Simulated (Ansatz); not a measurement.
The parent structure is GaP in the zinc blende structure (space group F-43m, No. 216; a = 5.4385 Å).

Levels (all Ansatz, a program for electronic structure, PAW): PBEsol (420 eV, scalar-relativistic without spin-orbit coupling); r2SCAN (500 eV, without spin-orbit coupling); HSE06 (420 eV, no spin-orbit coupling).

Levels that relaxed their own cell: PBEsol.

```
level   band gap  lattice parameter a
------  --------  -------------------
PBEsol   1.45 eV              5.438 Å
r2SCAN   1.83 eV                    –
HSE06    2.24 eV                    –
```

### Question
From these computed values, estimate the measured ones, and say how each level misses.

### Answer
Measured: band gap 2.43 eV (static lattice; corrected from measurement; as listed in Wei Chen et al., Physical Review Materials (2018)); lattice parameter a 5.439 Å (static lattice; corrected from measurement; as listed in Daniel Mejia-Rodriguez, S. B. Trickey, Phys. Rev. B (2018)). Computed minus measured — band gap: PBEsol -0.98 eV, r2SCAN -0.60 eV, HSE06 -0.19 eV (closest: HSE06); lattice parameter a: PBEsol -0.0 %. A measured gap can be an optical one, lowered by exciton binding. Levels without spin-orbit coupling miss its lowering of the gap, often about a third of the valence-band splitting.

Single points use the geometry relaxed with PBEsol. HSE06 gaps are upper bounds (no full band path). Whether these cells are dynamically stable was not tested.
